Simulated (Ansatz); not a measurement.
System: zinc-blende ZnS. Method: r²SCAN in Ansatz (plane waves, PAW).

The same calculation (at the measured cell, 19.782 Å³/atom) with different numerical settings:

| run | k mesh | high-frequency dielectric constant | static dielectric constant | TO(Γ) frequency (cm⁻¹) |
|---|---|---|---|---|
| 1 | 4×4×4 | 5.074 | 8.314 | 268.0 |
| 2 | 6×6×6 | 5.339 | 8.569 | 267.9 |
| 3 | 8×8×8 | 5.406 | 8.635 | 267.9 |
| 4 | 12×12×12 | 5.428 | 8.657 | 267.9 |
| 5 | 16×16×16 | 5.430 | 8.659 | 267.9 |
| 6 | 20×20×20 | 5.430 | 8.659 | 267.9 |

In the column high-frequency dielectric constant the first row differs from the last by -0.356 and the next to last by 0.000.

The last row is no converged limit: other settings stay fixed.

Note: the run warned that the k mesh is coarse for the response to a field.

Ansatz is a first-principles code.
